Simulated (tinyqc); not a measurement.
Inside a calculation. Method: Pariser-Parr-Pople SCF with singles CI, for the molecule C=CC=C[CH2-] (SMILES; centres numbered as the heavy atoms are written). Computed by tinyqc, a small Python program that keeps every step. Settings: charge = -1, gamma = MN, start = core, damping = 0.3, iteration cap = 71, excitations kept = 4. Command: `OMP_NUM_THREADS=1 python tinyqc.py 24846 24847 out.jsonl` (the two numbers bound the seeds that draw the settings). One thread of a shared host (Intel(R) Xeon(R) Processor @ 2.60GHz), about 0.01 s of CPU time with the checks. Later iterations appear only in the table of the cycle.

## PPP integrals

Centres (angstrom, eV; a flat drawing with bonds scaled to 1.40 angstrom):

| centre | x | y | core charge z | W | gamma_rr |
|---|---|---|---|---|---|
| 1C | -2.425000 | -0.280000 | 1 | 11.160000 | 11.130000 |
| 2C | -1.212000 | 0.420000 | 1 | 11.160000 | 11.130000 |
| 3C | 0.000000 | -0.280000 | 1 | 11.160000 | 11.130000 |
| 4C | 1.212000 | 0.420000 | 1 | 11.160000 | 11.130000 |
| 5C | 2.425000 | -0.280000 | 1 | 11.160000 | 11.130000 |

Resonance integrals (eV):

| i | j | beta |
|---|---|---|
| 1 | 2 | -2.390000 |
| 2 | 3 | -2.390000 |
| 3 | 4 | -2.390000 |
| 4 | 5 | -2.390000 |

Mataga-Nishimoto: gamma = 14.399645/(R + a), a = 2 x 14.399645/(gamma_rr + gamma_ss); H_rr = -W_r - sum_(s != r) z_s gamma_rs; H_rs = beta for bonds.

repulsion gamma_rs (eV), lower triangle:
```
           1C         2C         3C         4C         5C
1C  11.130000
2C   5.344569  11.130000
3C   3.872154   5.346287  11.130000
4C   2.881359   3.873196   5.346287  11.130000
5C   2.343780   2.881359   3.872154   5.344569  11.130000
```

core matrix H (eV), lower triangle:
```
            1C          2C          3C          4C          5C
1C  -25.601862
2C   -2.390000  -28.605411
3C    0.000000   -2.390000  -29.596883
4C    0.000000    0.000000   -2.390000  -28.605411
5C    0.000000    0.000000    0.000000   -2.390000  -25.601862
```

## Starting guess

pi electrons, sum of z_r less the charge = 6

Orbitals of the core matrix H.

P at the start, lower triangle:
```
           1C         2C         3C        4C        5C
1C   0.693797
2C   0.855971   1.419558
3C  -0.349950   0.280262   1.773289
4C   0.009253  -0.112483   0.280262  1.419558
5C   0.225839   0.009253  -0.349950  0.855971  0.693797
```

## Iteration 1: Fock matrix

F_rr = H_rr + P_rr gamma_rr / 2 + sum_(s != r) P_ss gamma_rs; F_rs = H_rs - P_rs gamma_rs / 2; E = tr P (H + F) / 2 + core repulsion sum_(r<s) z_r z_s gamma_rs.

F (eV), lower triangle:
```
           1C         2C         3C         4C         5C
1C  -1.571140
2C  -4.677397  -0.019703
3C   0.677530  -3.139181   0.823183
4C  -0.013330   0.217835  -3.139181  -0.019703
5C  -0.264658  -0.013330   0.677530  -4.677397  -1.571140
```

pi energy = -59.650832 eV

## Iteration 1: orbitals and new P

Diagonalise F (the basis is taken as orthonormal) and form P = 2 sum c c over the lowest orbitals; 0.3 of the old P is kept.

orbital energies (eV): -6.363076  -5.466601  -1.316224  3.922581  6.864817

P after iteration 1, lower triangle:
```
           1C         2C         3C        4C        5C
1C   1.164939
2C   0.815344   1.101940
3C  -0.353915   0.478535   1.466243
4C  -0.134120   0.022022   0.478535  1.101940
5C   0.244857  -0.134120  -0.353915  0.815344  1.164939
```

## Iteration 2: Fock matrix

As before.

F (eV), lower triangle:
```
           1C         2C         3C         4C         5C
1C  -1.646622
2C  -4.568831  -0.783429
3C   0.685207  -3.669193  -0.633022
4C   0.193224  -0.042647  -3.669193  -0.783429
5C  -0.286946   0.193224   0.685207  -4.568831  -1.646622
```

pi energy = -62.938820 eV

## Iteration 2: orbitals and new P

As before.

orbital energies (eV): -7.338493  -5.822328  -2.340169  3.721869  6.285996

P after iteration 2, lower triangle:
```
           1C         2C         3C        4C        5C
1C   1.289461
2C   0.804135   1.024749
3C  -0.355474   0.538536   1.371580
4C  -0.179231   0.046165   0.538536  1.024749
5C   0.268045  -0.179231  -0.355474  0.804135  1.289461
```

## Iteration 3: Fock matrix

As before.

F (eV), lower triangle:
```
           1C         2C         3C         4C         5C
1C  -1.663318
2C  -4.538878  -0.993755
3C   0.688225  -3.829584  -1.020850
4C   0.258214  -0.089404  -3.829584  -0.993755
5C  -0.314119   0.258214   0.688225  -4.538878  -1.663318
```

pi energy = -63.893347 eV

## Iteration 3: orbitals and new P

As before.

orbital energies (eV): -7.678556  -5.929021  -2.554686  3.675471  6.151797

P after iteration 3, lower triangle:
```
           1C         2C         3C        4C        5C
1C   1.321887
2C   0.799998   1.007759
3C  -0.355131   0.557767   1.340707
4C  -0.194261   0.046605   0.557767  1.007759
5C   0.283041  -0.194261  -0.355131  0.799998  1.321887
```

## Convergence

Stop when output and input P, before any damping, agree to 1e-7.

Course of the cycle:

| iteration | E (eV) | largest \|P(out) - P(in)\| |
|---|---|---|
| 1 | -59.65083185 | 6.73e-01 |
| 2 | -62.93881971 | 1.78e-01 |
| 3 | -63.89334723 | 4.63e-02 |
| 4 | -64.17998618 | 1.56e-02 |
| 5 | -64.26665202 | 6.44e-03 |
| 6 | -64.29287479 | 3.39e-03 |
| 7 | -64.30080591 | 1.78e-03 |
| 8 | -64.30320346 | 9.40e-04 |
| 9 | -64.30392790 | 4.97e-04 |
| 10 | -64.30414671 | 2.64e-04 |
| 11 | -64.30421277 | 1.40e-04 |
| 12 | -64.30423271 | 7.47e-05 |
| 13 | -64.30423873 | 3.99e-05 |
| 14 | -64.30424054 | 2.13e-05 |
| 15 | -64.30424109 | 1.14e-05 |
| 16 | -64.30424125 | 6.08e-06 |
| 17 | -64.30424130 | 3.25e-06 |
| 18 | -64.30424132 | 1.74e-06 |
| 19 | -64.30424132 | 9.31e-07 |
| 20 | -64.30424132 | 4.98e-07 |
| 21 | -64.30424132 | 2.66e-07 |
| 22 | -64.30424132 | 1.42e-07 |
| 23 | -64.30424132 | 7.62e-08 |

Converged in 23 iterations.

## Converged orbitals

Charges are z - P_rr.

orbital energies (eV): -7.816396  -5.970490  -2.631520  3.653865  6.118787

coefficients:
```
         MO1        MO2        MO3        MO4        MO5
1C  0.308613   0.507947  -0.559701  -0.491924   0.302479
2C  0.510546   0.491924   0.017281   0.507947  -0.488922
3C  0.536845   0.000000   0.610633   0.000000   0.582172
4C  0.510546  -0.491924   0.017281  -0.507947  -0.488922
5C  0.308613  -0.507947  -0.559701   0.491924   0.302479
```

pi charges: 1C -0.333034, 2C -0.005890, 3C -0.322152, 4C -0.005890, 5C -0.333034

## Singles CI, singlets

Over the 4 single excitations with the smallest orbital gaps: A = (e_a - e_i) delta + 2 (ia|jb) - (ij|ab), with (pq|rs) = sum c_mp c_mq gamma_mn c_nr c_ns. f = 2/3 w |mu|^2 in atomic units, mu = sqrt2 sum c_ia sum_m c_mi c_ma R_m.

singlet CI matrix (eV), lower triangle:
```
           3>4       3>5       2>4       1>4
3>4   3.895967
3>5   0.000000  5.759682
2>4   0.000000  0.300219  7.012988
1>4  -0.475135  0.000000  0.000000  8.040330
```

singlet excitation energies (eV): 3.842192  5.691478  7.081191  8.094104

oscillator strengths: 1.199837  0.007894  0.141981  0.095422

## Singles CI, triplets

Over the 4 single excitations with the smallest orbital gaps: A = (e_a - e_i) delta - (ij|ab), with (pq|rs) = sum c_mp c_mq gamma_mn c_nr c_ns.

triplet CI matrix (eV), lower triangle:
```
          3>4        3>5       2>4       1>4
3>4  1.181885
3>5  0.000000   3.296225
2>4  0.000000  -1.054315  4.009794
1>4  0.237432   0.000000  0.000000  6.053996
```

triplet excitation energies (eV): 1.170341  2.539961  4.766058  6.065540
